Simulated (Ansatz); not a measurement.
We consider bcc Mo, described by LDA in Ansatz (plane waves, PAW).

A relaxed, unreconstructed slab of the (211) face has 12 atoms, two equal faces of 11.859 Å² each and an energy of -58109.3502 eV. A bulk cell of 6 atoms with the same orientation and in-plane k mesh has -29057.1622 eV. Energies are extrapolated to zero smearing.

Run with plane-wave cutoff 500 eV, 12×20×1 k mesh (along the axes of the cell as run), Fermi–Dirac smearing 0.1 eV, scalar-relativistic PAW data made under PBE.

Worked out: γ = (E_slab − N E_bulk per atom)/2A = [-58109.3502 − 12 × (-29057.1622/6)]/(2 × 11.859) = 0.2097 eV/Å². With 16.022 J/m² per eV/Å² this is 3.36 J/m², or 2.49 eV per surface cell and face.

Ansatz is a first-principles code.
